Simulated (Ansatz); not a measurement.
**One shape, several levels: AlHO2 (SMILES [O]=[Al][OH])**

Aim: a comparison of 6 runs (B2PLYP/STO-3G, CAM-B3LYP/STO-3G, PBE0/STO-3G, UPBE0/STO-3G, r2SCAN0/STO-3G, MP2/STO-3G) of AlHO2. 

Program for the calculation: Ansatz 0.2.0.

62 further runs of the same task are left out: 8 that didn't finish, 54 set aside as unsound or not needed.

## (1) The molecule

The species is AlHO2 (4 atoms), meant as a singlet with charge 0. As SMILES, `[O]=[Al][OH]`. The H4–O3 distance was set to 1.186 Å, away from the relaxed value.

Bond lengths: O1–Al2 1.572 Å, Al2–O3 1.628 Å. Angles: O1–Al2–O3 180.0°. A long bond or contact: O3–H4 1.186 Å.

## (2) The energy at B2PLYP/STO-3G (run 1)

Input file molecule.yaml:

```yaml
crystal:
  periodic: [false, false, false]
  atoms:
    - {symbol: O, position_ang: [-1.776434, -1.553937, -0.719289]}
    - {symbol: Al, position_ang: [-0.644624, -0.565267, -0.259419]}
    - {symbol: O, position_ang: [0.528146, 0.458843, 0.217011]}
    - {symbol: H, position_ang: [1.381100, 1.209770, 0.557430]}
basis:
  gaussian: {orbitals: STO-3G}
correlation: {frozen_orbitals: {Al: 5, H: 0, O: 1}}
hamiltonian: {xc: {name: B2PLYP}}
accuracy: high
```

Command:

```sh
$ ansatz run molecule.yaml --threads 1 --pin off --max-ram 2610MiB --events-out events.jsonl --progress --plain --runs-dir runs
```

The log of the run:

```text
Warning: RAYON_NUM_THREADS=1 ignored (pool sized by the plan → 1); use --threads N
Functional definition: B2PLYP
  name "B2PLYP"
  parameter a = 0.53
  parameter c = 0.27
  exchange = (1 - a)*b88_x + a*exact_x
  correlation = (1 - c)*lyp_c + c*(mp2_os + mp2_ss)
342 factors; integrals over basis functions are off by at most 9.5e-9 eV
mean field evaluation 1: about -10549.0187 eV, gradient 4.3e1 eV
mean field evaluation 2: about -10549.0118 eV, gradient 4.3e1 eV
mean field evaluation 4: about -10556.2437 eV, gradient 1.8e1 eV
mean field evaluation 8: about -10557.1912 eV, gradient 9.7e-2 eV
mean field evaluation 16: about -10557.1913 eV, gradient 1.4e-6 eV
mean field -10557.19134702 eV, -387.9696260818 hartree, gradient 6.5e-8 eV, S^2 0.000000; 0 other end points of the search recorded, 0 dependent functions left out
7 core orbitals not correlated: weight in the atoms' cores, before any rotation towards them, 1.000 or more for the frozen orbitals, at most 0.000 for the correlated occupied ones
reference -10557.19136298 eV, -387.9696266684 hartree; 8, 8 occupied and 5, 5 virtual orbitals, 342 factors
second order -6.26760300 eV of doubles, -0.00000000 eV of singles
Total energy: -10558.88361580 eV, -388.0318158121 hartree
```

Run time: 0.83 s. Hardware: 1 thread of Intel Xeon 6975P-C (Granite Rapids), shared host; peak memory 0.11 GiB.

## (3) The energy at CAM-B3LYP/STO-3G (run 2)

Input file run.yaml:

```yaml
crystal:
  periodic: [false, false, false]
  atoms:
    - {symbol: O, position_ang: [-1.776434, -1.553937, -0.719289]}
    - {symbol: Al, position_ang: [-0.644624, -0.565267, -0.259419]}
    - {symbol: O, position_ang: [0.528146, 0.458843, 0.217011]}
    - {symbol: H, position_ang: [1.381100, 1.209770, 0.557430]}
basis:
  gaussian:
    orbitals: STO-3G
hamiltonian:
  xc: {name: CAM-B3LYP}
accuracy: high
```

Command:

```sh
$ ansatz run run.yaml --threads 1 --pin off --max-ram 2610MiB --events-out events.jsonl --progress --plain --runs-dir runs
```

The log of the run:

```text
Warning: RAYON_NUM_THREADS=1 ignored (pool sized by the plan → 1); use --threads N
Functional definition: CAM-B3LYP
  name "CAM-B3LYP"
  parameter alpha = 0.19
  parameter beta = 0.46
  parameter omega = 0.33/bohr
  parameter ac = 0.81
  exchange = (1 - alpha - beta)*b88_x + beta*b88_x_sr(omega) + alpha*exact_x + beta*exact_x_lr(omega)
  correlation = (1 - ac)*vwn5_c + ac*lyp_c
342 factors; integrals over basis functions are off by at most 9.5e-9 eV
143 factors; integrals over basis functions are off by at most 7.6e-10 eV
mean field evaluation 1: about -10556.3426 eV, gradient 4.4e1 eV
mean field evaluation 2: about -10487.7395 eV, gradient 1.7e2 eV
mean field evaluation 4: about -10564.7829 eV, gradient 1.0e1 eV
mean field evaluation 8: about -10565.0685 eV, gradient 1.8e-1 eV
mean field evaluation 16: about -10565.0686 eV, gradient 3.7e-6 eV
mean field -10565.06863906 eV, -388.2591112246 hartree, gradient 8.4e-9 eV, S^2 0.000000; 0 other end points of the search recorded, 0 dependent functions left out
reference -10565.06865114 eV, -388.2591116687 hartree; 15, 15 occupied and 5, 5 virtual orbitals, 342 factors
Total energy: -10565.06865114 eV, -388.2591116687 hartree
```

It took 0.81 s on 1 thread of Intel Xeon 6975P-C (Granite Rapids), shared host; peak memory 0.11 GiB.

Run 3 isn't shown in full; the table further down has it.

## (4) A single-point energy at UPBE0/STO-3G (run 4)

Input file molecule.yaml:

```yaml
crystal:
  periodic: [false, false, false]
  atoms:
    - symbol: O
      position_ang: [-1.776434, -1.553937, -0.719289]
    - symbol: Al
      position_ang: [-0.644624, -0.565267, -0.259419]
    - symbol: O
      position_ang: [0.528146, 0.458843, 0.217011]
    - symbol: H
      position_ang: [1.381100, 1.209770, 0.557430]
basis:
  gaussian: {orbitals: STO-3G}
total_charge: 0
magnetization: {spin_polarized: true}
hamiltonian: {xc: {name: PBE0}}
accuracy: high
```

Command:

```sh
$ ansatz run molecule.yaml --threads 1 --pin off --max-ram 2610MiB --events-out events.jsonl --progress --plain --runs-dir runs
```

The log of the run:

```text
Warning: RAYON_NUM_THREADS=1 ignored (pool sized by the plan → 1); use --threads N
Functional definition: PBE0
  name "PBE0"
  parameter a = 0.25
  parameter kappa = 0.804
  parameter beta = 0.06672455060314922
  exchange = (1 - a)*pbe_x(kappa = kappa, mu = beta*pi^2/3) + a*exact_x
  correlation = pbe_c(beta = beta)
342 factors; integrals over basis functions are off by at most 9.5e-9 eV
mean field evaluation 1: about -10551.7658 eV, gradient 3.2e1 eV
mean field evaluation 2: about -10432.4726 eV, gradient 1.4e2 eV
mean field evaluation 4: about -10559.9307 eV, gradient 1.1e1 eV
mean field evaluation 8: about -10560.6184 eV, gradient 8.1e-2 eV
mean field evaluation 16: about -10560.6185 eV, gradient 1.5e-7 eV
mean field -10560.61848174 eV, -388.0955709595 hartree, gradient 3.1e-8 eV, S^2 0.000000; 0 other end points of the search recorded, 0 dependent functions left out
reference -10560.61848303 eV, -388.0955710071 hartree; 15, 15 occupied and 5, 5 virtual orbitals, 342 factors
Total energy: -10560.61848303 eV, -388.0955710071 hartree
```

It took 0.99 s on 1 thread of Intel Xeon 6975P-C (Granite Rapids), shared host; peak memory 0.14 GiB.

Run 5 isn't shown in full; the table further down has it.

## (5) A single-point energy at MP2/STO-3G (run 6)

Input file input.yaml:

```yaml
basis:
  gaussian:
    orbitals: STO-3G
crystal:
  periodic: [false, false, false]
  atoms:
    - {symbol: O, position_ang: [-1.776434, -1.553937, -0.719289]}
    - {symbol: Al, position_ang: [-0.644624, -0.565267, -0.259419]}
    - {symbol: O, position_ang: [0.528146, 0.458843, 0.217011]}
    - {symbol: H, position_ang: [1.381100, 1.209770, 0.557430]}
correlation:
  method: mp2
  frozen_orbitals: {Al: 5, H: 0, O: 1}
accuracy: high
```

Command:

```sh
$ ansatz run input.yaml --threads 1 --pin off --max-ram 2610MiB --events-out events.jsonl --progress --plain --runs-dir runs
```

The log of the run:

```text
Warning: RAYON_NUM_THREADS=1 ignored (pool sized by the plan → 1); use --threads N
Functional definition: HF
  name "HF"
  exchange = exact_x
  correlation = 0
342 factors; integrals over basis functions are off by at most 9.5e-9 eV
mean field evaluation 1: about -10527.7744 eV, gradient 3.9e1 eV
mean field evaluation 2: about -10527.7931 eV, gradient 3.9e1 eV
mean field evaluation 4: about -10534.5383 eV, gradient 5.1e0 eV
mean field evaluation 8: about -10534.6495 eV, gradient 2.6e-1 eV
mean field evaluation 16: about -10528.1163 eV, gradient 2.7e1 eV
mean field -10534.65082984 eV, -387.1412773537 hartree, gradient 2.2e-8 eV, S^2 0.000000; 2 other end points of the search recorded, 0 dependent functions left out
7 core orbitals not correlated: weight in the atoms' cores, before any rotation towards them, 1.000 or more for the frozen orbitals, at most 0.000 for the correlated occupied ones
reference -10534.65082984 eV, -387.1412773537 hartree; 8, 8 occupied and 5, 5 virtual orbitals, 342 factors
second order -3.89584131 eV of doubles, -0.00000000 eV of singles
Total energy: -10538.54667115 eV, -387.2844468813 hartree
```

Wall time 0.18 s (1 thread of Intel Xeon 6975P-C (Granite Rapids), shared host).

## (6) Overview of the runs

```csv
run,level,frozen core orbitals,energy (Eh),wall time
1,B2PLYP/STO-3G,7,-388.031816,0.83 s
2,CAM-B3LYP/STO-3G,–,-388.259112,0.81 s
3,PBE0/STO-3G,–,-388.095571,0.73 s
4,UPBE0/STO-3G,–,-388.095571,0.99 s
5,r2SCAN0/STO-3G,–,-388.253064,1.7 s
6,MP2/STO-3G,7,-387.284447,0.18 s
```

## (7) Results

```
                                          quantity          value
                               run 6: total energy  -387.28445 Eh
run 6: correlation energy (7 core orbitals frozen)     -143.2 mEh
```

What this shows: Totals of different functionals can't be ranked against each other. In runs 1, 2, 3, 4, 5, 6 the basis is minimal, so the values are rough. All runs together took 5.2 s, the longest 1.7 s.
